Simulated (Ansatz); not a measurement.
## Dissociation curves of H3O+ (oxonium)

H3O+ has 4 atoms, charge +1, and is taken as a singlet. As SMILES, `[OH3+]`. Geometry: relaxed at PBE0-D4/def2-TZVP.

```xyz
4

O     0.1820   -0.0567   -0.0528
H     0.2191    0.9184    0.0151
H    -0.4089   -0.3683   -0.7674
H     0.0079   -0.4934    0.8050
```

The O1–H4 distance is scanned; the parts on either side stay rigid. Basis 6-31G, 1 core orbital frozen in the correlated methods; program Ansatz 0.2.0. FCI is exact within this basis and core. Energies in eV from each method's value at 0.978 Å; methods without a U are spin-restricted. The shape above is that at 0.978 Å.

```tsv
distance (Å)	BLYP	r2SCAN	CAM-B3LYP	HSE06	CCSDT	FCI
0.978	0.00	0.00	0.00	0.00	0.00	0.00
1.223	0.64	0.75	0.75	0.77	0.73	0.73
1.467	1.82	2.01	2.03	2.07	1.99	1.98
1.956	3.74	4.07	4.18	4.18	4.10	4.10
2.446	4.77	5.21	5.48	5.39	5.34	5.34
```

Departure from the FCI curve at its largest: BLYP -0.58 eV at 2.45 Å; r2SCAN -0.14 eV at 2.45 Å; CAM-B3LYP +0.13 eV at 2.45 Å; HSE06 +0.08 eV at 1.47 Å; CCSDT within 0.005 eV. For the functionals part of the departure is owed to the small basis.
